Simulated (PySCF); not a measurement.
Species: C₂H₃N.
Numbering: `[C-:1]#[N+:2][CH3:3]` (hydrogens: H4, H5, H6 on C3)

Method: core-valence-separated Tamm–Dancoff BHandHLYP/aug-pcX-1 (pcseg-1 on H) in PySCF, non-relativistic, gas phase, PBE0-D3(BJ)/def2-SVP geometry.

Computed carbon K-edge spectrum, Gaussian lines of 0.4 eV full width, highest printed point 100; it ends one width below the last computed root. Absolute energies from this functional tend to lie a few eV below measured edges; no shift was applied.

photon energy (eV), absorption and a bar:
```
    282.7          1 
    282.8          5 ##
    282.9         19 ######
    283.0         46 ##############
    283.1         81 ########################
    283.2        100 ##############################
    283.3         87 ##########################
    283.4         54 ################
    283.5         24 #######
    283.6          7 ##
    283.7          2 
    283.8          0 
    283.9          0 
    284.0          0 
    284.1          0 
    284.2          0 
    284.3          0 
    284.4          0 
    284.5          0 
    284.6          0 
    284.7          0 
    284.8          0 
    284.9          0 
    285.0          0 
    285.1          0 
    285.2          0 
    285.3          0 
    285.4          0 
    285.5          0 
    285.6          0 
    285.7          0 
    285.8          0 
    285.9          0 
    286.0          0 
    286.1          0 
    286.2          0 
    286.3          0 
    286.4          0 
    286.5          0 
    286.6          0 
    286.7          0 
    286.8          1 
    286.9          2 
    287.0          3 #
    287.1          7 ##
    287.2         14 ####
    287.3         24 #######
    287.4         32 ##########
    287.5         32 ##########
    287.6         22 #######
    287.7         11 ###
    287.8          6 ##
    287.9          6 ##
    288.0         12 ###
    288.1         19 ######
    288.2         23 #######
    288.3         21 ######
    288.4         15 ####
    288.5          8 ##
```

Question: Where are the maxima, and which lines make them up?

Answer: 3 maxima:
- 283.2 eV: C1 (isocyanide carbon), 283.21 eV, f = 0.160, sum of 2, 1s→π*, 100 % of the height at the exact maximum
- 287.4 eV: C3 (N-methyl carbon), 287.45 eV, f = 0.053, sum of 2, 99 % of the height at the exact maximum
- 288.2 eV: C3 (N-methyl carbon), 288.19 eV, f = 0.027, 72 % of the height at the exact maximum; C1 (isocyanide carbon), 288.36 eV, f = 0.010, sum of 2, 19 % of the height at the exact maximum

Roots within 0.03 eV on the same or equivalent atoms count as one line; shares under 12 % aren't listed.

Vibrational structure and lifetime widths aren't in the curve. The ionisation threshold wasn't computed; near and above it a finite basis only mimics Rydberg series and continuum.
